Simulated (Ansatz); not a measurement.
The standard entropy of [BF2]+ (SMILES F[B+]F) from a frequency calculation

A linear singlet with charge 1, relaxed at PBE0/aug-cc-pVTZ (Ansatz 0.2.0):

```xyz
3

F     0.3296    1.1403    0.3076
B     0.0000    0.0000    0.0000
F    -0.3297   -1.1403   -0.3076
```

Harmonic wavenumbers in cm⁻¹: 455, 455, 1038, 2101.

Masses in u: F 18.998, B 10.81. Take T = 298.15 K, p = 1 bar, R = 8.3145 J/(mol K), kT/hc = 207.22 cm⁻¹, rigid rotor and harmonic oscillator.

Question: Work out S° at 298 K.

Answer: 
1. Translation (Sackur–Tetrode): S = R[3/2 ln M + 5/2 ln T − 1.1517] with M = 48.806 gives 157.3 J/(mol K).
2. Rotation: the moment of inertia is 57.130 u Å², so B = 16.8576/I = 0.2951 cm⁻¹; σ = 2; q = kT/(σhcB) = 351.1; S = R(ln q + 1) = 57.0.
3. Vibration: with u = ν̃/207.22, each mode gives R[u/(eᵘ − 1) − ln(1 − e⁻ᵘ)]; the sum is 6.9, most from 455 cm⁻¹ (3.3), 455 cm⁻¹ (3.3), 1038 cm⁻¹ (0.3).
4. Electronic: R ln 1 = 0.0, from the spin multiplicity alone.
5. Sum: 157.3 + 57.0 + 6.9 + 0.0 = 221.2 J/(mol K).

No measured value is set beside it here.
